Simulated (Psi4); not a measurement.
Input file for Psi4: SAPT0/jun-cc-pV(D+d)Z on C2H9NO (a complex).

```
memory 2025 MB

molecule dimer {
0 1
N    -1.79758771   -0.43089644   -0.58432578
H    -0.80718871   -0.64311144   -0.61239878
H    -2.27257571   -1.32044344   -0.50749078
C    -2.07991871    0.37085556    0.60390822
H    -3.14576371    0.58516356    0.65369622
H    -1.78492671   -0.08280544    1.55588022
H    -1.56714271    1.32727656    0.51948022
--
0 1
O     1.66800029   -0.40709844   -0.50049778
H     1.95002629   -0.03714944   -1.34036178
C     2.05391429    0.50448556    0.51893822
H     1.73073129    0.07485356    1.46200522
H     3.13496929    0.64356956    0.55797822
H     1.57543929    1.47808356    0.40376122
units angstrom
symmetry c1
no_reorient
no_com
}

set {
  basis jun-cc-pV(D+d)Z
  scf_type df
  freeze_core true
}

energy('sapt0')
```

It printed:

```
[...]
==> Input File <==

--------------------------------------------------------------------------
memory 2025 MB

molecule dimer {
0 1
N    -1.79758771   -0.43089644   -0.58432578
H    -0.80718871   -0.64311144   -0.61239878
H    -2.27257571   -1.32044344   -0.50749078
C    -2.07991871    0.37085556    0.60390822
H    -3.14576371    0.58516356    0.65369622
H    -1.78492671   -0.08280544    1.55588022
H    -1.56714271    1.32727656    0.51948022
--
0 1
O     1.66800029   -0.40709844   -0.50049778
H     1.95002629   -0.03714944   -1.34036178
C     2.05391429    0.50448556    0.51893822
H     1.73073129    0.07485356    1.46200522
H     3.13496929    0.64356956    0.55797822
H     1.57543929    1.47808356    0.40376122
units angstrom
symmetry c1
no_reorient
no_com
}

set {
  basis jun-cc-pV(D+d)Z
  scf_type df
  freeze_core true
}

energy('sapt0')
--------------------------------------------------------------------------


   => Loading Basis Set <=

    Name: JUN-CC-PV(D+D)Z
    Role: ORBITAL
    Keyword: BASIS
    atoms 1                  entry N          line   222 file jun-cc-pv_dpd_z.gbs
    atoms 2-3, 5-7, 9, 11-13 entry H          line    60 file jun-cc-pv_dpd_z.gbs
    atoms 4, 10              entry C          line   188 file jun-cc-pv_dpd_z.gbs
    atoms 8                  entry O          line   256 file jun-cc-pv_dpd_z.gbs

   => Loading Basis Set <=

    Name: JUN-CC-PV(D+D)Z
    Role: ORBITAL
    Keyword: BASIS
    atoms 1                  entry N          line   222 file jun-cc-pv_dpd_z.gbs
    atoms 2-3, 5-7, 9, 11-13 entry H          line    60 file jun-cc-pv_dpd_z.gbs
    atoms 4, 10              entry C          line   188 file jun-cc-pv_dpd_z.gbs
    atoms 8                  entry O          line   256 file jun-cc-pv_dpd_z.gbs


  //>>>>>>>>>>>>>>>>>>>>>>>>>>>>>>>>>>>//
  //              Dimer HF             //
  //<<<<<<<<<<<<<<<<<<<<<<<<<<<<<<<<<<<//

   => Libint2 <=

    Primary   basis highest AM E, G, H:  7, 6, 3
    Auxiliary basis highest AM E, G, H:  7, 7, 4
    Onebody   basis highest AM E, G, H:  -, -, -
    Solid Harmonics ordering:            Gaussian


   => Loading Basis Set <=

    Name: JUN-CC-PV(D+D)Z
    Role: ORBITAL
    Keyword: BASIS
    atoms 1                  entry N          line   222 file jun-cc-pv_dpd_z.gbs
    atoms 2-3, 5-7, 9, 11-13 entry H          line    60 file jun-cc-pv_dpd_z.gbs
    atoms 4, 10              entry C          line   188 file jun-cc-pv_dpd_z.gbs
    atoms 8                  entry O          line   256 file jun-cc-pv_dpd_z.gbs


         ---------------------------------------------------------
                                   SCF
               by Justin Turney, Rob Parrish, Andy Simmonett
                          and Daniel G. A. Smith
                              RHF Reference
                        1 Threads,   1931 MiB Core
         ---------------------------------------------------------

  ==> Geometry <==

    Molecular point group: c1
    Full point group: C1

    Geometry (in Angstrom), charge = 0, multiplicity = 1:

       Center              X                  Y                   Z               Mass
    ------------   -----------------  -----------------  -----------------  -----------------
         N           -1.797587710000    -0.430896440000    -0.584325780000    14.003074004430
         H           -0.807188710000    -0.643111440000    -0.612398780000     1.007825032230
         H           -2.272575710000    -1.320443440000    -0.507490780000     1.007825032230
         C           -2.079918710000     0.370855560000     0.603908220000    12.000000000000
         H           -3.145763710000     0.585163560000     0.653696220000     1.007825032230
         H           -1.784926710000    -0.082805440000     1.555880220000     1.007825032230
         H           -1.567142710000     1.327276560000     0.519480220000     1.007825032230
         O            1.668000290000    -0.407098440000    -0.500497780000    15.994914619570
         H            1.950026290000    -0.037149440000    -1.340361780000     1.007825032230
         C            2.053914290000     0.504485560000     0.518938220000    12.000000000000
         H            1.730731290000     0.074853560000     1.462005220000     1.007825032230
         H            3.134969290000     0.643569560000     0.557978220000     1.007825032230
         H            1.575439290000     1.478083560000     0.403761220000     1.007825032230

  Running in c1 symmetry.

  Rotational constants: A =      0.40886  B =      0.07094  C =      0.06237 [cm^-1]
  Rotational constants: A =  12257.23457  B =   2126.86264  C =   1869.81349 [MHz]
  Nuclear repulsion =  125.977112512822828

  Charge       = 0
  Multiplicity = 1
  Electrons    = 36
  Nalpha       = 18
  Nbeta        = 18

  ==> Algorithm <==

  SCF Algorithm Type is DF.
  DIIS enabled.
  MOM disabled.
  Fractional occupation disabled.
  Guess Type is SAD.
  Energy threshold   = 1.00e-08
  Density threshold  = 1.00e-08

[...]
y =             40.3471102655612768
    One-Electron Energy =                -236.8042354078953906
    Two-Electron Energy =                  81.4000380774170225
    Total Energy =                       -115.0570870649170985

Computation Completed


Properties will be evaluated at   0.000000,   0.000000,   0.000000 [a0]

Properties computed using the SCF density matrix


 Multipole Moments:

 ------------------------------------------------------------------------------------
     Multipole            Electronic (a.u.)      Nuclear  (a.u.)        Total (a.u.)
 ------------------------------------------------------------------------------------

 L = 1.  Multiply by 2.5417464519 to convert [e a0] to [Debye]
 Dipole X            :        -63.9930494           64.3615287            0.3684793
 Dipole Y            :         -2.9644036            3.6461946            0.6817910
 Dipole Z            :         -0.4382167            0.3647738           -0.0734429
 Magnitude           :                                                    0.7784663

 ------------------------------------------------------------------------------------

  Constructing Basis Sets for SAPT...

   => Loading Basis Set <=

    Name: (JUN-CC-PV(D+D)Z AUX)
    Role: RIFIT
    Keyword: DF_BASIS_SAPT
    atoms 1                  entry N          line   144 file jun-cc-pvdz-ri.gbs
    atoms 2-3, 5-7, 9, 11-13 entry H          line    30 file jun-cc-pvdz-ri.gbs
    atoms 4, 10              entry C          line   100 file jun-cc-pvdz-ri.gbs
    atoms 8                  entry O          line   188 file jun-cc-pvdz-ri.gbs

   => Loading Basis Set <=

    Name: (JUN-CC-PV(D+D)Z AUX)
    Role: JKFIT
    Keyword: DF_BASIS_ELST
    atoms 1                  entry N          line   202 file jun-cc-pvdz-jkfit.gbs
    atoms 2-3, 5-7, 9, 11-13 entry H          line    70 file jun-cc-pvdz-jkfit.gbs
    atoms 4, 10              entry C          line   146 file jun-cc-pvdz-jkfit.gbs
    atoms 8                  entry O          line   258 file jun-cc-pvdz-jkfit.gbs


  //>>>>>>>>>>>>>>>>>>>>>>>>>>>>>>>>>>>//
  //               SAPT0               //
  //<<<<<<<<<<<<<<<<<<<<<<<<<<<<<<<<<<<//



        SAPT0
    Ed Hohenstein
     6 June 2009

      Orbital Information
  --------------------------
    NSO        =       117
    NMO        =       117
    NRI        =       386
    NRI (Elst) =       523
    NOCC A     =         9
    NOCC B     =         9
    FOCC A     =         2
    FOCC B     =         2
    NVIR A     =       108
    NVIR B     =       108

    Elst10,r            =    -0.004139303918 [Eh]
    Exch10              =     0.002404387117 [Eh]
    Exch10 (S^2)        =     0.002400468833 [Eh]

    Maxiter = 50
    CPHF R converge = 1.000000E-08

    Iter     Energy [mEh]          dE [mEh]         Residual      Time [s]
       1      -0.39648134       0.396481343     3.314822e-03             0
       2      -0.47377984       0.077298497     1.117140e-03             0
       3      -0.48123096       0.007451120     3.246105e-04             0
       4      -0.47927217      -0.001958788     1.072690e-04             0
       5      -0.47838471      -0.000887465     2.142577e-05             0
       6      -0.47859240       0.000207688     6.641553e-06             0
       7      -0.47859539       0.000002992     2.022067e-06             0
       8      -0.47858225      -0.000013134     3.733103e-07             0
       9      -0.47858348       0.000001231     7.881128e-08             0
      10      -0.47858359       0.000000107     2.000934e-08             0
      11      -0.47858352      -0.000000069     4.740610e-09             0

    CHF Iterations converged

    Maxiter = 50
    CPHF R converge = 1.000000E-08

    Iter     Energy [mEh]          dE [mEh]         Residual      Time [s]
       1      -0.30314763       0.303147626     3.006183e-03             0
       2      -0.38037598       0.077228353     1.191787e-03             0
       3      -0.38674440       0.006368423     3.387633e-04             0
       4      -0.38509534      -0.001649060     9.208992e-05             0
       5      -0.38467741      -0.000417930     1.671738e-05             0
       6      -0.38478690       0.000109485     4.318092e-06             0
       7      -0.38479152       0.000004624     1.402931e-06             0
       8      -0.38478437      -0.000007146     2.257243e-07             0
       9      -0.38478506       0.000000681     4.192513e-08             0
      10      -0.38478504      -0.000000013     9.880056e-09             0

    CHF Iterations converged

    Ind20,r (A<-B)      =    -0.000478583522 [Eh]
    Ind20,r (B<-A)      =    -0.000384785043 [Eh]
    Ind20,r             =    -0.000863368565 [Eh]
    Exch-Ind20,r (A<-B) =     0.000186648821 [Eh]
    Exch-Ind20,r (B<-A) =     0.000218801992 [Eh]
    Exch-Ind20,r        =     0.000405450813 [Eh]
    Disp20              =    -0.001698949706 [Eh]
    Disp20 (SS)         =    -0.000849474853 [Eh]
    Disp20 (OS)         =    -0.000849474853 [Eh]
    Exch-Disp20         =     0.000161324573 [Eh]
    Exch-Disp20 (SS)    =     0.000090704513 [Eh]
    Exch-Disp20 (OS)    =     0.000070620060 [Eh]

    SAPT Results
  --------------------------------------------------------------------------------------------------------
    Electrostatics                 -4.13930392 [mEh]      -2.59745242 [kcal/mol]     -10.86774094 [kJ/mol]
      Elst10,r                     -4.13930392 [mEh]      -2.59745242 [kcal/mol]     -10.86774094 [kJ/mol]

    Exchange                        2.40438712 [mEh]       1.50877569 [kcal/mol]       6.31271751 [kJ/mol]
      Exch10                        2.40438712 [mEh]       1.50877569 [kcal/mol]       6.31271751 [kJ/mol]
      Exch10(S^2)                   2.40046883 [mEh]       1.50631693 [kcal/mol]       6.30243005 [kJ/mol]

    Induction                      -0.68765183 [mEh]      -0.43150804 [kcal/mol]      -1.80542962 [kJ/mol]
      Ind20,r                      -0.86336856 [mEh]      -0.54177195 [kcal/mol]      -2.26677385 [kJ/mol]
      Exch-Ind20,r                  0.40545081 [mEh]       0.25442423 [kcal/mol]       1.06451096 [kJ/mol]
      delta HF,r (2)               -0.22973407 [mEh]      -0.14416031 [kcal/mol]      -0.60316673 [kJ/mol]

    Dispersion                     -1.53762513 [mEh]      -0.96487434 [kcal/mol]      -4.03703423 [kJ/mol]
      Disp20                       -1.69894971 [mEh]      -1.06610704 [kcal/mol]      -4.46059184 [kJ/mol]
      Exch-Disp20                   0.16132457 [mEh]       0.10123270 [kcal/mol]       0.42355761 [kJ/mol]
      Disp20 (SS)                  -0.84947485 [mEh]      -0.53305352 [kcal/mol]      -2.23029592 [kJ/mol]
      Disp20 (OS)                  -0.84947485 [mEh]      -0.53305352 [kcal/mol]      -2.23029592 [kJ/mol]
      Exch-Disp20 (SS)              0.09070451 [mEh]       0.05691794 [kcal/mol]       0.23814467 [kJ/mol]
      Exch-Disp20 (OS)              0.07062006 [mEh]       0.04431476 [kcal/mol]       0.18541294 [kJ/mol]

  Total HF                         -2.42256863 [mEh]      -1.52018476 [kcal/mol]      -6.36045305 [kJ/mol]
  Total SAPT0                      -3.96019376 [mEh]      -2.48505910 [kcal/mol]     -10.39748728 [kJ/mol]

  Special recipe for scaled SAPT0 (see Manual):
    Electrostatics sSAPT0          -4.13930392 [mEh]      -2.59745242 [kcal/mol]     -10.86774094 [kJ/mol]
    Exchange sSAPT0                 2.40438712 [mEh]       1.50877569 [kcal/mol]       6.31271751 [kJ/mol]
    Induction sSAPT0               -0.68566313 [mEh]      -0.43026011 [kcal/mol]      -1.80020831 [kJ/mol]
    Dispersion sSAPT0              -1.53683385 [mEh]      -0.96437780 [kcal/mol]      -4.03495672 [kJ/mol]
  Total sSAPT0                     -3.95741379 [mEh]      -2.48331464 [kcal/mol]     -10.39018846 [kJ/mol]
  --------------------------------------------------------------------------------------------------------



*** Psi4 exiting successfully. Buy a developer a beer!
```

The run finished.

Cost: roughly 15 core-seconds.
